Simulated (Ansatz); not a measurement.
A geometry relaxed with B3LYP-D3(BJ)/def2-SVP (Ansatz, an electronic-structure program), charge 0, multiplicity 1:

```xyz
9

C     -1.3599     0.2370     0.1203
H     -1.1481     0.8777     0.9910
C      1.3581    -0.2241    -0.1595
H     -1.4886    -0.8046     0.4549
H      2.2409    -0.1943    -0.8140
H      1.5439     0.4210     0.7138
H     -2.2958     0.5753    -0.3468
H      1.2033    -1.2613     0.1777
S     -0.0538     0.3734    -1.1375
```

Task: Write the SMILES of this molecule.

Result: `CSC`
